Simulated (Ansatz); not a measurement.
```yaml
crystal:
  periodic: [false, false, false]
  atoms:
    - {symbol: Al, position_ang: [-1.856159, 0.036209, -0.002019]}
    - {symbol: Ga, position_ang: [0.774056, 0.007991, 0.000836]}
    - {symbol: H, position_ang: [-3.483370, 0.208397, -0.003822]}
    - {symbol: H, position_ang: [-0.373456, -1.730468, 0.000008]}
basis:
  gaussian: {orbitals: def2-TZVP}
hamiltonian: {xc: pbe0}
relax: {f_tol: 0.004, max_steps: 80}
```

```sh
$ ansatz run in.yaml --threads 1 --pin off --events-out ev --progress --plain --max-ram 2176MiB
```

Steps of the relaxation (energy above the last step; positions in Å, forces in eV/Å):

```
4
step 1, 556.7 meV
Al   -1.856    0.036   -0.002    0.367    0.124    0.000
Ga    0.774    0.008    0.001   -0.247   -0.699    0.000
H    -3.483    0.208   -0.004    0.038   -0.411    0.000
H    -0.373   -1.730    0.000   -0.158    0.986    0.000
```

```
4
step 2, 307.8 meV
Al   -1.815    0.061   -0.002    0.146    0.270    0.000
Ga    0.781   -0.101    0.001    0.066   -0.197    0.000
H    -3.457    0.113   -0.004    0.161   -0.402    0.000
H    -0.448   -1.551    0.000   -0.373    0.329    0.000
```

```
4
step 3, 122.8 meV
Al   -1.747    0.207   -0.002   -0.436   -0.219    0.000
Ga    0.810   -0.173    0.001    0.303   -0.075    0.000
H    -3.395   -0.068   -0.004    0.534   -0.092    0.001
H    -0.607   -1.443    0.000   -0.402    0.387   -0.001
```

```
4
step 7, 0.0 meV
Al   -1.722    0.257   -0.002    0.000   -0.001    0.000
Ga    0.858   -0.230    0.001    0.000    0.001    0.000
H    -3.268   -0.214   -0.003    0.001    0.000    0.000
H    -0.806   -1.291   -0.001   -0.001    0.000    0.000
```

Close pairs at the end: Al1–H3 1.616 Å, Al1–H4 1.799 Å, Ga2–H4 1.973 Å, Al1–Ga2 2.625 Å.

A stationary point of restricted PBE0 after 7 steps (its stability towards spin polarisation wasn't tested); no frequencies were run, so it isn't proven a minimum. 18 s on 1 thread of Arm Neoverse V1, shared host.
